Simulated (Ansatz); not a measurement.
in.yaml

```yaml
crystal:
  periodic: [false, false, false]
  atoms:
    - {symbol: Ge, position_ang: [-0.958476, 0.016507, 0.000000]}
    - {symbol: H, position_ang: [-1.469926, 1.463106, 0.000001]}
    - {symbol: H, position_ang: [-1.469926, -0.706793, 1.252791]}
    - {symbol: H, position_ang: [-1.469926, -0.706793, -1.252792]}
    - {symbol: H, position_ang: [0.630524, 0.016507, 0.000000]}
    - {symbol: Si, position_ang: [2.398524, 0.016507, 0.000000]}
    - {symbol: H, position_ang: [3.010704, -0.857778, 1.090012]}
    - {symbol: H, position_ang: [3.010704, -0.857777, -1.090013]}
basis:
  gaussian: {orbitals: 6-31G}
hamiltonian: {xc: pbe}
correlation: {method: sc_nevpt2, electrons: outside_noble_gas, active_space: {window: {electrons: 2, orbitals: 2}}}
```

```sh
$ ansatz run in.yaml --threads 1 --pin off --events-out ev --progress --plain --max-ram 2393MiB
```

Problem. How does this run end?

Solution. Refused. The input was made wrong on purpose (active space on a functional), so the run isn't a sound calculation of what was asked.
```
Error: invalid value for `correlation.active_space`: it starts from restricted Hartree–Fock orbitals; set hamiltonian.xc: hf without magnetization.spin_polarized
```
